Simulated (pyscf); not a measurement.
Single points on ωB97X-D3(BJ)/def2-SVP structures (PySCF, gas phase).

Question: Estimate the classical barrier height and the reaction energy of HF + F–Sn(F)(F)–Cl → F–Sn(F)(F)–F + HCl at ωB97M-D3(BJ)/def2-TZVP. The step runs on the singlet surface, breaks F–H, Cl–Sn and forms F–Sn, Cl–H; take the separated reactants as zero.

Answer: ΔE‡ = 57.2 kJ/mol, ΔE = +38.4 kJ/mol. Zero-point energy shifts the barrier by -3.4 kJ/mol. It is a four-centre exchange, with an imaginary mode of 593i cm⁻¹. On the reactant side the descent ends in an adduct with a F–Sn contact (not fully relaxed), 22.2 kJ/mol under the separated species and 77.7 kJ/mol under the saddle at ωB97X-D3(BJ)/def2-TZVP. On the product side the descent ends in an adduct with a Cl–Sn contact, 29.7 kJ/mol under the separated species and 35.5 kJ/mol under the saddle at ωB97X-D3(BJ)/def2-TZVP. What is counted as formed (F–Sn) is already present as a longer contact in the reactant adduct; forming that adduct is a step of its own. What is counted as broken (Cl–Sn) persists as a longer contact in the product adduct; parting that adduct is a step of its own. This is the saddle that the search found; another between the same sides may lie lower. Elements past Kr carry the def2 core potentials, without spin-orbit coupling.
